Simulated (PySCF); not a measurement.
# hexane: calculation against experiment

**The experiment to reproduce.**

NIST CCCBDB Release 22 (SRD 101), experimental polarizabilities lists, for the gas: mean polarisability 11.63 Å³.

How close the calculation comes is told at the end.

Species: hexane, C₆H₁₄.
Atom-mapped SMILES: `[CH3:1][CH2:2][CH2:3][CH2:4][CH2:5][CH3:6]` (hydrogens: H7, H8, H9 on C1; H10, H11 on C2; H12, H13 on C3; H14, H15 on C4; H16, H17 on C5; H18, H19, H20 on C6)

Cartesian coordinates in Å at the PBE0-D3(BJ)/def2-SVP level; atoms count from 1:
```xyz
20
C6H14 angstrom
C     -3.1847   -0.2750    0.1771
C     -1.8355    0.3662    0.4597
C     -0.6776   -0.3170   -0.2550
C      0.6776    0.3170    0.0224
C      1.8355   -0.3662   -0.6922
C      3.1847    0.2750   -0.4096
H     -4.0004    0.2406    0.7063
H     -3.1989   -1.3309    0.4922
H     -3.4199   -0.2523   -0.8993
H     -1.8622    1.4313    0.1681
H     -1.6423    0.3612    1.5473
H     -0.6486   -1.3834    0.0354
H     -0.8676   -0.3117   -1.3442
H      0.8676    0.3117    1.1116
H      0.6486    1.3834   -0.2679
H      1.8622   -1.4313   -0.4006
H      1.6423   -0.3612   -1.7798
H      3.1989    1.3309   -0.7248
H      4.0004   -0.2406   -0.9389
H      3.4199    0.2523    0.6668
```

The PySCF runs (gas phase, on this PBE0-D3(BJ)/def2-SVP geometry; no spin–orbit coupling):

```tsv
level	job	basis functions
PBE0/def2-SVPD	10 singlets by full TDDFT, 4 Tamm–Dancoff triplets, polarisability, ΔSCF ions	232
B3LYP/def2-SVPD	10 singlets by full TDDFT, 4 Tamm–Dancoff triplets, polarisability, ΔSCF ions	232
BHandHLYP/def2-SVPD	10 singlets by full TDDFT, 4 Tamm–Dancoff triplets, polarisability, ΔSCF ions	232
CAM-B3LYP/def2-SVPD	10 singlets by full TDDFT, 4 Tamm–Dancoff triplets, polarisability, ΔSCF ions	232
LC-wPBE/def2-SVPD	10 singlets by full TDDFT, 4 Tamm–Dancoff triplets, polarisability, ΔSCF ions	232
wB97X-D/def2-SVPD	10 singlets by full TDDFT, 4 Tamm–Dancoff triplets, polarisability, ΔSCF ions	232
PBE0/6-31+G*	10 singlets by full TDDFT, 4 Tamm–Dancoff triplets, polarisability	136
PBE0/6-31G*	10 singlets by full TDDFT, 4 Tamm–Dancoff triplets, polarisability	112
PBE0/aug-cc-pVDZ	10 singlets by full TDDFT, 4 Tamm–Dancoff triplets, polarisability	264
PBE0/def2-SVP	10 singlets by full TDDFT, 4 Tamm–Dancoff triplets, polarisability	154
PBE0/def2-TZVP	10 singlets by full TDDFT, 4 Tamm–Dancoff triplets, polarisability	270
```

All basis functions are spherical.

Results beside the measurements:

**Mean polarisability.** Measured: 11.63 Å³ (NIST CCCBDB Release 22 (SRD 101), experimental polarizabilities).

```json
{"level": "PBE0/def2-SVPD", "computed (Å³)": "11.44", "computed − measured (Å³)": "-0.19", "% (from the printed values)": "-2"}
{"level": "B3LYP/def2-SVPD", "computed (Å³)": "11.53", "computed − measured (Å³)": "-0.10", "% (from the printed values)": "-1"}
{"level": "BHandHLYP/def2-SVPD", "computed (Å³)": "11.15", "computed − measured (Å³)": "-0.48", "% (from the printed values)": "-4"}
{"level": "CAM-B3LYP/def2-SVPD", "computed (Å³)": "11.36", "computed − measured (Å³)": "-0.27", "% (from the printed values)": "-2"}
{"level": "LC-wPBE/def2-SVPD", "computed (Å³)": "11.06", "computed − measured (Å³)": "-0.57", "% (from the printed values)": "-5"}
{"level": "wB97X-D/def2-SVPD", "computed (Å³)": "11.36", "computed − measured (Å³)": "-0.27", "% (from the printed values)": "-2"}
{"level": "PBE0/6-31+G*", "computed (Å³)": "10.63", "computed − measured (Å³)": "-1.00", "% (from the printed values)": "-9"}
{"level": "PBE0/6-31G*", "computed (Å³)": "9.75", "computed − measured (Å³)": "-1.88", "% (from the printed values)": "-16"}
{"level": "PBE0/aug-cc-pVDZ", "computed (Å³)": "11.72", "computed − measured (Å³)": "+0.09", "% (from the printed values)": "+1"}
{"level": "PBE0/def2-SVP", "computed (Å³)": "10.15", "computed − measured (Å³)": "-1.48", "% (from the printed values)": "-13"}
{"level": "PBE0/def2-TZVP", "computed (Å³)": "11.27", "computed − measured (Å³)": "-0.36", "% (from the printed values)": "-3"}
```

Closest is PBE0/aug-cc-pVDZ (+0.09 Å³), furthest PBE0/6-31G* (-1.88 Å³); one molecule doesn't rank methods. The computed values are static and purely electronic, with core orbitals frozen in the response (1 au = 0.148185 Å³). The table of measured values doesn't say here whether a value is static or optical, or holds a vibrational part. The measurement averages over conformers, the calculation has one.

No measured geometry was used, and the causes of the misses weren't examined.
